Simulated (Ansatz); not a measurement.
## PBE against other levels and measurement: bcc Na

Programs: Ansatz (a quantum-chemistry and plane-wave program).

```csv
property,PBE,LDA,PBEsol,reference,PBE less reference
lattice parameter a (Å),4.197,4.053,4.171,4.214,-0.40 %
bulk modulus (GPa),7.8,9.1,7.9,7.9,-1.3 %
cohesive energy (eV/atom),1.08,1.25,1.15,1.12,-0.04 eV/atom
elastic constant C11 (GPa),8.8,10.4,9.0,8.2*,+7.3 %
elastic constant C44 (GPa),6.3,7.2,6.5,5.5*,+14.5 %
polycrystal shear modulus (GPa),2.9,3.3,3.0,–,–
```

It does well for the bulk modulus (-1.3 %), cohesive energy (-0.04 eV/atom). In between, or not called against an uncorrected reference: lattice constant a (-0.40 %), elastic constant C11 (+7.3 %), elastic constant C44 (+14.5 %). Where no measured value is used, PBE differs from PBEsol by -3.3 % in the Voigt–Reuss–Hill shear modulus.

A star marks values at room or unstated temperature without corrections; heat and zero-point motion as a rule enlarge cells and lower moduli and gaps.

Called good within 5.0 % for the bulk modulus, 0.10 eV/atom for the cohesive energy.

Called well off clearly beyond 0.50 % for the lattice constant a, 10.0 % for the bulk modulus, 0.20 eV/atom for the cohesive energy (bounds picked here from the quality of each reference).

The references are measured values: lattice constant a corrected to a static lattice, bulk modulus corrected to a static lattice, cohesive energy corrected to a static lattice, elastic constant C11 unstated, elastic constant C44 unstated.

Unless a row names a cell, each level is at its own relaxed cell.

Ansatz's density-functional and Hartree–Fock values are scalar-relativistic unless marked +SOC, with PAW data made under PBE.

References as tabulated in Mejia-Rodriguez and Trickey (2018), arXiv:1807.09216; arXiv:1601.06701.
